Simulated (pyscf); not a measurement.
**Hydrogen abstraction: H₂Al–Cl (SMILES [AlH2][Cl]) + H• (SMILES [H]) → [HAl–Cl]• (SMILES [AlH][Cl]) + H₂ (SMILES [H][H])**

Gas phase, doublet surface, charge 0. Bonds broken: Al2–H3. Bonds formed: H3–H5. Single points on ωB97X-D3(BJ)/def2-SVP structures (PySCF, gas phase).

Transition state (Å):

```xyz
5

Cl     0.1727     0.8137     1.4938
Al    -1.3334    -0.0625     0.3185
H     -0.9894    -1.4969    -0.3858
H     -2.7055     0.7025     0.1784
H     -0.6556    -2.7012    -0.9557
```

One imaginary mode, 751i cm⁻¹; descent along it reached the two sides named.

```
bond    change  reactant side (Å)  saddle  product side
------  ------  -----------------  ------  ------------
Al2–H3  breaks              1.575   1.635           3.6
H3–H5    forms                3.6   1.374         0.761
```

Electronic energies relative to the separated reactants (kcal/mol):

```
level                   barrier  reaction energy  reverse barrier
----------------------  -------  ---------------  ---------------
ωB97X-D3(BJ)/def2-TZVP      3.4            -19.6             23.0
PBE/def2-TZVP              -0.6            -23.4             22.8
r²SCAN/def2-TZVP           -1.9            -24.1             22.2
B3LYP-D3(BJ)/def2-TZVP     -0.8            -23.9             23.1
PBE0-D3(BJ)/def2-TZVP       0.8            -21.8             22.5
M06-2X/def2-TZVP            3.3            -24.4             27.6
ωB97M-D3(BJ)/def2-TZVP      3.4            -19.6             23.0
HF/def2-TZVP                9.5            -15.3             24.8
```

With ωB97M-D3(BJ)/def2-TZVP energies and thermal terms (ideal gas, 1 atm, RRHO with modes under 100 cm⁻¹ raised to 100, one conformer, R ln 2 for chiral ones without a mode under 150 cm⁻¹), in kcal/mol:

```csv
T (K),ΔH‡,ΔG‡,ΔH,ΔG
298,2.4,7.9,-18.0,-19.5
600,2.1,13.7,-18.2,-21.0
900,1.9,19.5,-18.7,-22.2
1200,1.7,25.4,-19.5,-23.3
```

At PBE, r²SCAN, B3LYP-D3(BJ) this geometry lies under the reactants; that is no barrier but a single point on another level's saddle; such a level's own saddle, if it has one, lies nearer that side and is low. This is the saddle that the search found; another between the same sides may lie lower. The angle at the transferred H is 178°.
